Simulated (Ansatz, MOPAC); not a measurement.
Process, species as SMILES: FC(F)(F)C#N + 7 [H][H] (H2) → 2 C (CH4) + 3 F (HF) + N (NH3)

Wanted: energy of full hydrogenation (enthalpy at 298 K), in kcal/mol. Set-up: spin-orbit terms left out; non-relativistic; dispersion terms only where a functional's name holds one; 6-31G* and kin with 6d, 5d where marked. Ab initio and DFT rows: single points at B3LYP-D3(BJ) geometries (Ansatz, a quantum-chemistry and plane-wave program), with unscaled harmonic terms from B3LYP/6-31G* (Ansatz) at its own minima. Semi-empirical rows: MOPAC heats of formation at their own minima for 298 K.

```csv
species,coefficient,"E at B3LYP/6-31G* (Ansatz), Eh","E at wB97M-V/def2-TZVPD (Ansatz), Eh","H(298 K) - E, kcal/mol","heat of formation at PM6 (MOPAC), kcal/mol"
N#CC(F)(F)F,-1,-430.44621,-430.55062,18.09,-120.87
[H][H] (H2),-7,-1.17549,-1.16077,8.44,-25.73
C (CH4),+2,-40.51834,-40.49098,30.76,-12.29
F (HF),+3,-100.42008,-100.46200,7.76,-63.61
N (NH3),+1,-56.54778,-56.55014,24.05,-3.14
```

Measured values: Active Thermochemical Tables 1.112 (ions: stationary electron), as tabulated in the package chemicals; G2/97 table in ASE (Curtiss et al.), the entry of C2F3N doubted and unchecked; they hold spin-orbit and core effects, anharmonicity.  Value to compare with, the measured value: -123.7 kcal/mol. 1 Eh = 627.5095 kcal/mol.

Problem. Work the quantity out at each level, and compare with the measured value.

Solution. 
- B3LYP/6-31G*: the sum of coefficient times E is -0.17006 Eh, or -106.71 kcal/mol; the thermal terms add 31.68. Result: -75.0 kcal/mol. Its error against the measured value is 48.7 kcal/mol.
- wB97M-V/def2-TZVPD: the sum of coefficient times E is -0.24209 Eh, or -151.91 kcal/mol; the thermal terms add 31.68. Result: -120.2 kcal/mol. Its error against the measured value is 3.5 kcal/mol.
- PM6: the sum of coefficient times heat of formation is 82.43 kcal/mol; it needs no thermal term. Its error against the measured value is 206.1 kcal/mol.
